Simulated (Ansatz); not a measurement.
Worked example: correlation energy of Cl–AlH–Ga⁺, doublet

Geometry: that of the Cl–AlH–Ga, triplet, kept fixed.

```xyz
4

Cl    0.0000   -0.4541    2.3879
Al    0.0000    0.8977    0.7689
Ga    0.0000   -0.1522   -1.5257
H     0.0000    2.4672    0.9650
```

Basis cc-pVDZ; Ansatz 0.2.0. Correlated methods freeze the noble-gas cores and the filled d shells of p-block atoms, which leaves 13 electrons in 44 orbitals. Prefix R: restricted or restricted open-shell reference; prefix U: unrestricted. No spin–orbit coupling is included, and no scalar relativity.

Full CI isn't at hand for all of this; UCCSDT(Q) serves as the reference, and is uncertain by the last step of the cluster series or more.

UCCSD has a T1 diagnostic of 0.019 and a largest doubles amplitude of 0.04.

Runs differ by some tens of microhartree through their thresholds and, for an open shell, their frozen cores, so steps under 0.03 kcal/mol mean nothing.

Here the R and U totals at CCSDT(Q) differ by 0.14 kcal/mol, a measure of how far such totals hang on the determinant and its frozen core.

```csv
level,total energy (hartree)
UHF,-2625.028040
UMP2,-2625.237998
UCCSD,-2625.272609
UCCSD(T),-2625.278374
UCCSDT,-2625.279334
UCCSDT(Q),-2625.279840
```

**Question.** What is the correlation energy at UCCSDT(Q), and what share of it do UMP2 and UCCSD(T) recover?

**Answer.** E(corr) = -2625.279840 − (-2625.028040) = -0.251800 hartree = -6.852 eV. UMP2: -0.209958 / -0.251800 = 83.38 %. UCCSD(T): -0.250334 / -0.251800 = 99.42 %.

**Question.** By how many kcal/mol does UCCSD(T) miss UCCSDT(Q) (1 hartree = 627.509 kcal/mol), and which steps make up the rest?

**Answer.** -2625.278374 − (-2625.279840) = 0.001466 hartree = 0.92 kcal/mol. Steps: UCCSDT − UCCSD(T) = -0.60, UCCSDT(Q) − UCCSDT = -0.32 kcal/mol. Differences between like states or geometries often cancel part of this.
